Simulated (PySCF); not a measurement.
# Dipole moment and polarisability across levels of theory

Species: silyl cyanide, CH₃NSi.
SMILES with atom numbers: `[N:1]#[C:2][SiH3:3]` (hydrogens: H4, H5, H6 on Si3)

Structure used (PBE0-D3(BJ)/def2-SVP), in Å, numbered top down from 1:
```xyz
6
CH3NSi angstrom
N      2.4317    0.0207    0.0035
C      1.2723    0.0128   -0.0003
Si    -0.5858   -0.0042   -0.0098
H     -1.0228   -1.0215   -1.0025
H     -1.0481    1.3558   -0.3946
H     -1.0411   -0.3597    1.3605
```

PySCF, dipoles from the SCF density, polarisabilities from static response with core orbitals frozen. Isolated species at its PBE0-D3(BJ)/def2-SVP geometry, gas phase.

**Question.** Compare the levels for these properties.

**Answer.** 

```tsv
level	μ (D)	α (Å³)	anisotropy (Å³)
LDA/def2-SVPD	3.599	6.74	2.90
PBE/def2-SVPD	3.454	6.60	2.88
B3LYP/def2-SVPD	3.550	6.41	2.68
PBE0/def2-SVPD	3.539	6.38	2.69
BHandHLYP/def2-SVPD	3.641	6.20	2.53
CAM-B3LYP/def2-SVPD	3.611	6.34	2.57
wB97X-D/def2-SVPD	3.576	6.38	2.61
LC-wPBE/def2-SVPD	3.586	6.23	2.51
HF/def2-SVPD	3.715	6.01	2.40
PBE0/6-31G*	3.377	4.98	2.62
PBE0/def2-SVP	3.345	5.39	2.35
PBE0/6-31+G*	3.592	5.64	2.93
PBE0/aug-cc-pVDZ	3.581	6.50	2.79
PBE0/def2-TZVP	3.508	6.05	2.78
PBE0/def2-TZVPD	3.532	6.48	2.72
PBE0/aug-cc-pVTZ	3.556	6.52	2.74
```

The anisotropy is √(½[(α1 − α2)² + (α2 − α3)² + (α3 − α1)²]). The dipole runs from 3.35 D (PBE0/def2-SVP) to 3.72 D (HF/def2-SVPD). No reference polarisability is at hand; against PBE0 in the largest diffuse basis at hand (aug-cc-pVTZ) the other PBE0 rows deviate by 6-31G* -24%, def2-SVP -17%, 6-31+G* -14%, def2-SVPD -2%, aug-cc-pVDZ 0%, def2-TZVP -7%, def2-TZVPD -1%. In one basis (def2-SVPD) the functionals order the polarisability from HF (lowest) to LDA (highest), a spread of 12%. With PBE0 the polarisability is 5.47 Å³ without diffuse functions (mean of 6-31G*, def2-SVP and def2-TZVP) and 6.30 Å³ with them (mean of 6-31+G*, def2-SVPD, aug-cc-pVDZ, def2-TZVPD and aug-cc-pVTZ).
